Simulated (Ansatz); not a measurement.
# CH₂Al (quartet): wave-function methods side by side at distance Al1–C2 = 5.207 Å, 6-31G

How much of the correlation energy of CH₂Al (quartet) does each wave-function method recover here?

Program: Ansatz 0.2.0, Gaussian basis. Level of theory: 6-31G, core rule «outside noble gas», up to 6 orbitals frozen. These are calculated values, not measurements.

The runs, in order: UHF; CCSD(T) on ROHF; CCSD(T) on UHF; BCCD(T) on ROHF; CISD as a restricted active space (open shells left free, so some higher excitations enter); CCSDT(Q) on ROHF; CCSDT(Q) on UHF; CCSDTQ on ROHF; CCSDTQ on UHF; CASSCF and MRCISD+Q, 5 electrons in 5 orbitals; CASSCF and NEVPT2, 5 electrons in 5 orbitals; CASSCF and MRCISD+Q, 9 electrons in 10 orbitals; CASSCF and NEVPT2, 9 electrons in 10 orbitals; Full CI.

## Step 1: The system

The geometry derives from a PBE0/def2-TZVP stationary point (not a proven minimum). One bond is set to the value named and the two fragments are kept rigid.

4 atoms, charge 0, spin multiplicity 4.

Atoms are counted from 1 here; the program's logs count them from 0.

Bond lengths: Al1–H3 1.613 Å, C2–H4 1.088 Å.

## Step 2: UHF

The input, in.yaml:

```yaml
crystal:
  periodic: [false, false, false]
  atoms:
    - {symbol: Al, position_ang: [0.000000, -0.598145, 2.635637]}
    - {symbol: C, position_ang: [0.000000, -0.369360, -2.566334]}
    - {symbol: H, position_ang: [0.000000, 0.797947, 3.442749]}
    - {symbol: H, position_ang: [0.000000, 0.169559, -3.512053]}
basis:
  gaussian: {orbitals: 6-31G}
magnetization: {spin_polarized: true, initial_magnetization: 3}
hamiltonian: {xc: hf}
output: {orbitals: {seedname: orbitals}}
```

Run with:

```console
$ ansatz run in.yaml --threads 1 --pin off --events-out ev --progress --plain --max-ram 4096MiB --backend cpu
```

After this run come: CCSD(T) on ROHF; CCSD(T) on UHF; BCCD(T) on ROHF; CISD as a restricted active space (open shells left free, so some higher excitations enter); CCSDT(Q) on ROHF; CCSDT(Q) on UHF; CCSDTQ on ROHF; CCSDTQ on UHF; CASSCF and MRCISD+Q, 5 electrons in 5 orbitals; CASSCF and NEVPT2, 5 electrons in 5 orbitals; CASSCF and MRCISD+Q, 9 electrons in 10 orbitals; CASSCF and NEVPT2, 9 electrons in 10 orbitals; Full CI.

Q: Predict the results of all the runs planned. Wanted: FCI from the RHF energy; RMP2 from FCI; UMP2 from FCI; RCCSD from FCI; RCCSD(T) from FCI; UCCSD(T) from FCI; RCCSDT(Q) from FCI; UCCSDT(Q) from FCI; NEVPT2 pair from FCI.

As calculated:

| quantity | value |
| --- | --- |
| FCI from the ROHF energy | -2.4578 eV |
| RMP2 from FCI | +18.11 kcal/mol |
| UMP2 from FCI | +18.13 kcal/mol |
| RCCSD from FCI | +0.51 kcal/mol |
| RCCSD(T) from FCI | +0.18 kcal/mol |
| UCCSD(T) from FCI | +0.16 kcal/mol |
| RCCSDT(Q) from FCI | +0.01 kcal/mol |
| UCCSDT(Q) from FCI | -0.01 kcal/mol |
| NEVPT2 pair from FCI | +15.36 kcal/mol |
| NEVPT2 valence from FCI | +6.75 kcal/mol |
| MRCISD+Q valence from FCI | +0.28 kcal/mol |
| levels within 1 kcal/mol (43 meV) | RCCSD, UCCSD, RCCSD(T), UCCSD(T), BCCD(T), RCCSDT, UCCSDT, RCCSDT(Q), UCCSDT(Q), RCCSDTQ, UCCSDTQ, MRCISD valence, MRCISD+Q valence |
| T1 diagnostic | 0.014 |
| effectively unpaired electrons | 3.07 |

What this shows: RCCSD(T) misses by +0.18 kcal/mol, 0.3 % of the correlation energy. One determinant dominates. Of the multireference levels listed MRCISD+Q valence comes nearest in total energy (+0.28 kcal/mol), which doesn't show that its space is the better one. These misses are within one basis, not against nature; the frozen cores of restricted and unrestricted runs differ, which can shift their rows.

Levels on UHF freeze UHF's core orbitals, full CI those of ROHF, so the U rows can settle a little off it for that reason alone.

With open shells the CI space here admits some higher excitations, so it is larger than plain CISD.
